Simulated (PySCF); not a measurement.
Computed with PySCF with B3LYP-D3(BJ)/def2-TZVP // TPSS-D3(BJ)/def2-SVP. Isolated molecules, 0 K electronic values unless said otherwise. B3LYP has the VWN-RPA correlation part, as in Gaussian. 

Reference species (SMILES): `C=C` (neutral, multiplicity 1).

The HOMO is -7.61 eV and the HOMO–LUMO gap comes out as 7.39 eV.

Changed species: `C#N` (free ligand NCH; the reference has free ligand C2H4).

Task: Predict the effect on the HOMO and HOMO–LUMO gap.

Result: the HOMO falls by 2.45 eV, to -10.06 eV; the HOMO–LUMO gap rises by 2.50 eV, to 9.89 eV.
